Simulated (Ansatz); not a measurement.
Input for Ansatz (an electronic-structure program): U-CCSD(T)/cc-pVTZ on hydrogen isocyanide (SMILES [C-]#[NH+]), a point of a bond scan (R = 1.746 Å).

Ansatz 0.2 input:
```yaml
crystal:
  periodic: [false, false, false]
  atoms:
    - {symbol: C, position_ang: [-0.00000000, -0.00000000, -0.73641702]}
    - {symbol: N, position_ang: [0.00000000, 0.00000000, 0.42763144]}
    - {symbol: H, position_ang: [0.00000000, 0.00000000, 2.17316996]}
basis:
  gaussian:
    orbitals: cc-pVTZ
correlation: {method: ccsd_t, electrons: outside_noble_gas}
scf: {omitted_lower_state_checks: [cluster_reference]}
magnetization: {spin_polarized: true, initial_magnetization: 0}
```

Program output:

```
WARN ansatz: RAYON_NUM_THREADS=1 ignored (pool sized by the plan → 1); use --threads N
Functional definition: HF
these checks for a lower state are left out or cut short: cluster_reference
integrals: 0.07 GiB planned
433 factors; integrals over basis functions are off by at most 1.3e-3 eV
mean field: 0.11 GiB planned
mean field evaluation 1: about -2521.5409 eV, gradient 1.7e1 eV
mean field evaluation 2: about -2521.5437 eV, gradient 1.7e1 eV
mean field evaluation 4: about -2522.9976 eV, gradient 2.2e0 eV
mean field evaluation 8: about -2523.0402 eV, gradient 2.8e-3 eV
mean field evaluation 16: about -2523.2739 eV, gradient 3.9e-2 eV
mean field evaluation 32: about -2522.9076 eV, gradient 1.8e-6 eV
mean field evaluation 64: about -2523.0643 eV, gradient 3.2e0 eV
mean field evaluation 96: about -2522.0832 eV, gradient 1.4e0 eV
mean field -2523.27411307 eV, -92.7286133185 hartree, gradient 2.6e-6 eV, S^2 0.483691; 12 other end points of the search recorded, 0 dependent functions left out
2 core orbitals not correlated
reference -2523.27411307 eV, -92.7286133185 hartree; 5, 5 occupied and 67, 67 virtual orbitals, 433 factors
second order -8.89930502 eV of doubles, -0.00000000 eV of singles
coupled cluster: 0.22 GiB planned
cycle   1  -8.74238547 eV  change    1.6e-1 eV  update   1.2e-1
cycle   2  -9.23355200 eV  change   -4.9e-1 eV  update   5.9e-2
cycle   3  -9.54887919 eV  change   -3.2e-1 eV  update   4.9e-2
cycle   4  -9.65408311 eV  change   -1.1e-1 eV  update   2.7e-2
cycle   5  -9.71010721 eV  change   -5.6e-2 eV  update   1.6e-2
cycle   6  -9.73023481 eV  change   -2.0e-2 eV  update   8.4e-3
cycle   7  -9.73791186 eV  change   -7.7e-3 eV  update   6.7e-3
cycle   8  -9.75015925 eV  change   -1.2e-2 eV  update   4.3e-3
cycle   9  -9.75244446 eV  change   -2.3e-3 eV  update   2.1e-3
cycle  10  -9.75337696 eV  change   -9.3e-4 eV  update   1.1e-3
cycle  11  -9.75450865 eV  change   -1.1e-3 eV  update   5.2e-4
cycle  12  -9.75464615 eV  change   -1.4e-4 eV  update   3.1e-4
cycle  13  -9.75468836 eV  change   -4.2e-5 eV  update   1.3e-4
cycle  14  -9.75457494 eV  change    1.1e-4 eV  update   6.4e-5
cycle  15  -9.75456934 eV  change    5.6e-6 eV  update   4.1e-5
cycle  16  -9.75464201 eV  change   -7.3e-5 eV  update   2.0e-5
cycle  17  -9.75467389 eV  change   -3.2e-5 eV  update   1.0e-5
cycle  18  -9.75468997 eV  change   -1.6e-5 eV  update   3.5e-6
cycle  19  -9.75469688 eV  change   -6.9e-6 eV  update   1.3e-6
coupled cluster: 0.22 GiB planned
perturbative correction -0.63820898 eV, -0.0234537476 hartree
WARN: the results are in doubt because among natural orbitals full CI differs from the method by -0.097 eV
Total energy: -2533.66701893 eV, -93.1105455644 hartree
In doubt: among natural orbitals full CI differs from the method by -0.097 eV
Checks for a lower state left out: cluster_reference
```

Self-consistency was reached. Its determinant has ⟨S²⟩ = 0.48, a mixture of spin states.

Warnings raised: large difference.

Cost: very roughly 1.9 core-seconds.
